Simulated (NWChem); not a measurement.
System: methylamine (CH5N); SMILES CN

Parts of the log:

```
             Northwest Computational Chemistry Package (NWChem) 7.3.0
             --------------------------------------------------------

                             Geometry "geometry" -> ""
                             -------------------------

 Output coordinates in angstroms (scale by  1.889725989 to convert to a.u.)

  No.       Tag          Charge          X              Y              Z
 ---- ---------------- ---------- -------------- -------------- --------------
    1 C                    6.0000    -0.00772100     0.69003400     0.00000000
    2 N                    7.0000    -0.09673000    -0.75365900     0.00000000
    3 H                    1.0000    -0.52811400     1.09677200    -0.88172400
    4 H                    1.0000    -0.52811400     1.09677200     0.88172400
    5 H                    1.0000     1.01667100     1.11973700     0.00000000
    6 H                    1.0000     0.37643500    -1.14144600    -0.81332000
    7 H                    1.0000     0.37643500    -1.14144600     0.81332000

 Effective nuclear repulsion energy (a.u.)      42.0591357843

                              NWChem Property Module
                              ----------------------

  itol2e modified to match energy
  convergence criterion.

                                 NWChem DFT Module
                                 -----------------

 Summary of "ao basis" -> "ao basis" (spherical)
 ------------------------------------------------------------------------------
       Tag                 Description            Shells   Functions and Types
 ---------------- ------------------------------  ------  ---------------------
 C                           6-31g*                  6       14   3s2p1d
 N                           6-31g*                  6       14   3s2p1d
 H                           6-31g*                  2        2   2s

  itol2e modified to match energy
  convergence criterion.

            General Information
            -------------------
          SCF calculation type: DFT
          Wavefunction type:  closed shell.
          No. of atoms     :     7
          No. of electrons :    18
           Alpha electrons :     9
            Beta electrons :     9
          Charge           :     0
          Spin multiplicity:     1
          Use of symmetry is: off; symmetry adaption is: off
          Maximum number of iterations: 150
          AO basis - number of functions:    38
                     number of shells:    22
          Convergence on energy requested:  1.00D-07
          Convergence on density requested:  1.00D-05
          Convergence on gradient requested:  5.00D-04

              XC Information
              --------------
                         PBE0 Method XC Functional
                     Hartree-Fock (Exact) Exchange  0.250
          PerdewBurkeErnzerhof Exchange Functional  0.750
            Perdew 1991 LDA Correlation Functional  1.000 local
           PerdewBurkeErnz. Correlation Functional  1.000 non-local

             Grid Information
             ----------------
          Grid used for XC integration:  fine
          Radial quadrature: Mura-Knowles
          Angular quadrature: Lebedev.
          Tag              B.-S. Rad. Rad. Pts. Rad. Cut. Ang. Pts.
          ---              ---------- --------- --------- ---------
          C                   0.70       70           7.0       590
          N                   0.65       70           7.0       590
          H                   0.35       60           8.0       590
          Grid pruning is: on
          Number of quadrature shells:   440
          Spatial weights used:  Erf1

      Superposition of Atomic Density Guess
      -------------------------------------

 Sum of atomic energies:         -94.44515509

      Non-variational initial energy
      ------------------------------

 Total energy =     -95.608433
 1-e energy   =    -209.337234
 2-e energy   =      71.669665
 HOMO         =      -0.305652
 LUMO         =       0.129221

   convergence    iter        energy       DeltaE   RMS-Dens  Diis-err
 ---------------- ----- ----------------- --------- --------- ---------
 d= 0,ls=0.0,diis     1    -95.7057341877 -1.38D+02  1.20D-02  2.22D-01
 d= 0,ls=0.0,diis     2    -95.7187174138 -1.30D-02  6.11D-03  1.12D-01
 d= 0,ls=0.0,diis     3    -95.7290194493 -1.03D-02  1.79D-03  1.62D-02
 d= 0,ls=0.0,diis     4    -95.7307064121 -1.69D-03  2.39D-04  1.28D-04
 d= 0,ls=0.0,diis     5    -95.7307203372 -1.39D-05  5.03D-05  6.57D-06
 d= 0,ls=0.0,diis     6    -95.7307210793 -7.42D-07  1.49D-05  7.03D-07
 d= 0,ls=0.0,diis     7    -95.7307211692 -8.99D-08  2.75D-06  4.72D-09

         Total DFT energy =      -95.730721169177
      One electron energy =     -211.678551798446
           Coulomb energy =       87.984232575045
    Exchange-Corr. energy =      -14.095537730108
 Nuclear repulsion energy =       42.059135784331

 Numeric. integr. density =       17.999999355079

                       DFT Final Molecular Orbital Analysis
                       ------------------------------------

[...]

          -----------------------------------------
          Chemical Shielding Tensors (GIAO, in ppm)
          -----------------------------------------

                                NWChem CPHF Module
                                ------------------

  scftype          =     RHF
  nclosed          =        9
  nopen            =        0
  variables        =      261
  # of vectors     =        3
  tolerance        = 0.10D-03
  level shift      = 0.00D+00
  max iterations   =       50
  max subspace     =       30

 SCF residual:    1.2818568292356007E-005

Iterative solution of linear equations
  No. of variables      261
  No. of equations        3
  Maximum subspace       30
        Iterations       50
       Convergence  1.0D-04

   iter   nsub   residual    time
   ----  ------  --------  ---------
     1      3    3.24D-01       3.8
     2      6    1.78D-02       4.3
     3      9    9.80D-04       4.9
     4     12    4.22D-05       5.4

      Atom:    1  C
        Diamagnetic
    244.3090      1.4201      0.0000
      1.4201    258.0022     -0.0000
      0.0000     -0.0000    243.2405

        Paramagnetic
    -87.0759     -0.5996      0.0000
     -0.5996    -66.1834     -0.0000
      0.0000     -0.0000    -99.9994

        Total Shielding Tensor
    157.2332      0.8205      0.0000
      0.8205    191.8188     -0.0000
      0.0000     -0.0000    143.2411

           isotropic =     164.0977
          anisotropy =      41.6108

          Principal Components and Axis System
                 1           2           3
              191.8382    157.2137    143.2411

      1         0.0237      0.9997     -0.0000
      2         0.9997     -0.0237      0.0000
      3        -0.0000      0.0000      1.0000

      Atom:    2  N
        Diamagnetic
    303.8304     -4.8483      0.0000
     -4.8483    330.2198      0.0000
      0.0000      0.0000    318.1741

        Paramagnetic
    -81.9072      0.8403      0.0000
      0.8403    -87.1846     -0.0000
      0.0000     -0.0000    -41.6115

        Total Shielding Tensor
    221.9231     -4.0080      0.0000
     -4.0080    243.0352     -0.0000
      0.0000     -0.0000    276.5627

           isotropic =     247.1737
          anisotropy =      44.0835

          Principal Components and Axis System
                 1           2           3
              276.5627    243.7705    221.1878

      1         0.0000     -0.1804      0.9836
      2        -0.0000      0.9836      0.1804
      3         1.0000      0.0000     -0.0000

      Atom:    3  H
        Diamagnetic
     26.5919     -3.0172      5.0620
     -3.0172     29.5437     -5.4112
      5.0620     -5.4112     32.2880

        Paramagnetic
      1.1753      1.3076     -2.7113
      1.3076      2.3489      2.3287
     -2.7113      2.3287     -3.0257

        Total Shielding Tensor
     27.7672     -1.7096      2.3507
     -1.7096     31.8926     -3.0825
      2.3507     -3.0825     29.2622

           isotropic =      29.6407
          anisotropy =       8.0032

          Principal Components and Axis System
                 1           2           3
               34.9761     27.9540     25.9919

      1        -0.3587      0.5618      0.7454
      2         0.7519      0.6472     -0.1260
      3        -0.5532      0.5153     -0.6546

      Atom:    4  H
        Diamagnetic
     34.9687      6.7035     -0.0000
      6.7035     29.3365     -0.0000
     -0.0000     -0.0000     22.9536

        Paramagnetic
     -3.4908     -2.9655      0.0000
     -2.9655      2.9942      0.0000
      0.0000      0.0000      1.8729

        Total Shielding Tensor
     31.4779      3.7380      0.0000
      3.7380     32.3307      0.0000
      0.0000      0.0000     24.8265

           isotropic =      29.5450
          anisotropy =       9.1822

          Principal Components and Axis System
                 1           2           3
               35.6665     28.1421     24.8265

      1         0.6658      0.7461      0.0000
      2         0.7461     -0.6658     -0.0000
      3         0.0000     -0.0000      1.0000

      Atom:    5  H
        Diamagnetic
     25.3858     -4.3419     -6.5322
     -4.3419     29.7917      6.7908
     -6.5322      6.7908     34.8908

        Paramagnetic
      1.7921      1.4910      2.1990
      1.4910      3.4941     -2.3921
      2.1990     -2.3921      1.7906

        Total Shielding Tensor
     27.1779     -2.8510     -4.3332
     -2.8510     33.2858      4.3987
     -4.3332      4.3987     36.6814

           isotropic =      32.3817
          anisotropy =      13.7790

          Principal Components and Axis System
                 1           2           3
               41.5677     30.2703     25.3071

      1        -0.3391      0.0168      0.9406
      2         0.5297      0.8297      0.1761
      3         0.7775     -0.5579      0.2902
```

Level: PBE0/6-31G* (spherical d), GIAO. Coordinates come from a PBE0/def2-SVP optimisation. The output numbers the shielded atoms by their place in the input's list. The printed shielding anisotropy is the first printed principal value minus the mean of the other two.

Problem. Reconstruct the input file.

Solution. One answer among several that fit: the input that was run:
```
start job
memory heap 200 mb stack 900 mb global 1100 mb
geometry units angstroms noautosym nocenter noautoz
  C     -0.007721     0.690034     0.000000
  N     -0.096730    -0.753659     0.000000
  H     -0.528114     1.096772    -0.881724
  H     -0.528114     1.096772     0.881724
  H      1.016671     1.119737     0.000000
  H      0.376435    -1.141446    -0.813320
  H      0.376435    -1.141446     0.813320
end
basis spherical
  * library 6-31g*
end
dft
  xc pbe0
  iterations 150
end
property
  shielding 5 1 2 3 5 6
end
task dft property
```
